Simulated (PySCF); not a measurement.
```xyz
3
charge 1 multiplicity 1, angstrom
B     0.0000    0.0000    0.0000
H     1.1792    0.0000    0.0000
H    -1.1792    0.0000    0.0000
```

All numbers come from PBE0 in PySCF with B def2-TZVP, H def2-TZVP; no relativity; density-fitted integrals.

This geometry of BH₂⁺ is a stationary point at this level.

Problem. What is the point group?

Solution. D∞h.

Problem. Is it a minimum?

Solution. Yes: all harmonic wavenumbers are real.

Problem. Which band is strongest in the infrared?

Solution. 991 cm⁻¹ (πu), 67 km/mol.

Problem. What are the dipole moment and the gap between the highest occupied and lowest empty levels?

Solution. 0.00 D about the centre of mass and 9.71 eV.

This need not be the most stable arrangement of these atoms.
